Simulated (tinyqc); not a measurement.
Stretching all distances: RHF, UHF, MP2, CISD and CCSD against full CI in the sto-6g basis, for HF, spin multiplicity 1. Computed by the program tinyqc with PySCF. 

Geometry (angstrom):
```
atom,x,y,z
F,0.0000,0.0000,0.0000
H,0.0000,0.0000,0.8680
```

All coordinates are multiplied by the scale. c0^2 is the weight of the RHF determinant in the lowest singlet FCI state (UHF is spin-contaminated and may lie near states of higher spin) and n(LUMO) the first natural occupation beyond the occupied space.

Full CI energy (hartree) and errors against it (kcal/mol):
```
scale,distance 1-2 (angstrom),E(FCI),RHF,UHF,MP2,CISD,CCSD,<S^2> UHF,c0^2,n(LUMO)
0.910,0.790,-99.47107,11.074,11.074,3.230,0.000,0.000,0.000,0.992,0.016
1.190,1.033,-99.53097,22.591,22.591,8.176,0.000,0.000,0.000,0.974,0.050
1.480,1.285,-99.49051,42.305,37.918,17.656,0.000,0.000,0.309,0.931,0.135
1.760,1.528,-99.44364,69.537,27.422,30.988,0.000,0.000,0.748,0.857,0.283
2.040,1.771,-99.41201,102.133,13.830,45.163,0.000,0.000,0.907,0.761,0.473
2.320,2.014,-99.39576,134.552,5.875,54.548,0.000,0.000,0.966,0.672,0.650
2.610,2.265,-99.38856,163.099,2.201,55.005,0.000,0.000,0.988,0.605,0.786
2.890,2.509,-99.38586,184.301,0.811,46.149,0.000,0.000,0.996,0.562,0.871
```

UHF parts from RHF first at scale 1.48 of those listed, where <S^2> leaves zero. The weight c0^2 goes from 0.99 to 0.56 and n(LUMO) from 0.02 to 0.87: static correlation grows as the bonds break into open-shell fragments. The spread of the error along the curve, which distorts its shape, is CISD 0.0, CCSD 0.0, UHF 37.1, MP2 51.8, RHF 173.2 kcal/mol. With one virtual orbital CISD and CCSD are exact.
